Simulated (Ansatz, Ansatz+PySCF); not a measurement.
```xyz
3

O     0.0000    0.0000   -1.5475
C     0.0000    0.0000   -0.4836
S     0.0000    0.0000    0.9551
```

RHF-MP2 on singlet COS was run in several spherical basis sets with Ansatz (development build ahead of 0.2.0). Frozen core: 7 orbitals. Caution for RHF-MP2: no unrestricted run beside it, a lower state can exist.

Problem. Rank the basis sets by the total energy that they give, lowest first, with the distance from the lowest.
A. 6-31G(d)
B. def2-SVP
C. cc-pVDZ
D. def2-TZVP
E. cc-pVTZ

Solution. E (0.00 eV), D (0.05 eV), C (4.56 eV), A (5.85 eV), B (10.69 eV).

Totals follow the description of the cores as much as that of the bonds, so this order isn't one of quality for chemistry.
